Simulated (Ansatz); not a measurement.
# C3HFO: the cost of one run

Computed with Ansatz 0.2.0, driven from Python. The levels of theory stand in the script.

### 1 Starting point

Bond lengths: O1–C2 1.283 Å, C2–C3 1.450 Å, C3–C4 1.200 Å, C4–F5 1.349 Å, C2–H6 1.110 Å. Angles: O1–C2–C3 121.2°, O1–C2–H6 124.1°, C3–C2–H6 114.7°, C2–C3–C4 173.7°, C3–C4–F5 171.6°.

The script holds or builds the structure itself.

### 2 The script

methods_c3hfo.py reads:

```python
# -*- coding: utf-8 -*-
from pathlib import Path

import ansatz
import numpy as np
from rdkit import Chem
from rdkit.Chem import AllChem

params = {
    "basis": "cc-pVDZ",
}

rd = Chem.AddHs(Chem.MolFromSmiles("O=CC#CF"))
AllChem.EmbedMolecule(rd, randomSeed=991)
AllChem.UFFOptimizeMolecule(rd)
c3hfo = ansatz.Crystal.molecule()
for atom, xyz in zip(rd.GetAtoms(), rd.GetConformer().GetPositions()):
    c3hfo = c3hfo.atom(atom.GetSymbol(), xyz.round(5).tolist())

calc = c3hfo.calculation().basis(gaussian=params["basis"])

print("functional    E (Ha)        dipole (D)   HOMO (eV)  LUMO (eV)")
for name in ["blyp", "hf", "b3lyp", "hse06", "lda"]:
    r = calc.functional(name).forces().orbitals().run(threads=1, runs_dir="runs").report
    lines = Path(r["orbitals_path"]).read_text().splitlines()
    field_of = lambda key: [line.split("=")[1].strip() for line in lines if line.startswith(key)]
    orbitals = [(27.211386 * float(e), s, float(n)) for e, s, n in zip(field_of("Ene="), field_of("Spin="), field_of("Occup="))]
    homo = max(e for e, _, n in orbitals if n > 0.5)
    lumo = min(e for e, _, n in orbitals if n < 0.5)
    dipole = 4.803205 * np.linalg.norm(r["charge_distribution"]["dipole_moment_e_ang"])
    print(f"{name:10s} {r['free_energy_ev'] / 27.211386246:14.6f} {dipole:9.3f} {homo:11.3f} {lumo:10.3f}")
```

### 3 The input behind the calls

The package turns the script's settings into the engine's input (first run):

```yaml
crystal:
  periodic: [false, false, false]
  atoms:
    - { symbol: O, position_ang: [-1.86366, 0.90025, 0.05094] }
    - { symbol: C, position_ang: [-1.11847, -0.09644, 0.23516] }
    - { symbol: C, position_ang: [0.28537, -0.00565, -0.04872] }
    - { symbol: C, position_ang: [1.4646, 0.07005, -0.287] }
    - { symbol: F, position_ang: [2.76799, 0.15376, -0.55038] }
    - { symbol: H, position_ang: [-1.53583, -1.02196, 0.60757] }
basis:
  gaussian:
    orbitals: cc-pVDZ
hamiltonian:
  xc: blyp
output:
  orbitals: {}
  forces: true
```

### 4 The run

The run is started by

```
$ python methods_c3hfo.py
```

**Question.** How long does this script take on 1 thread of Arm Neoverse V1, shared host, and how much memory does it need?

About 9 s, with a peak of 0.25 GiB.
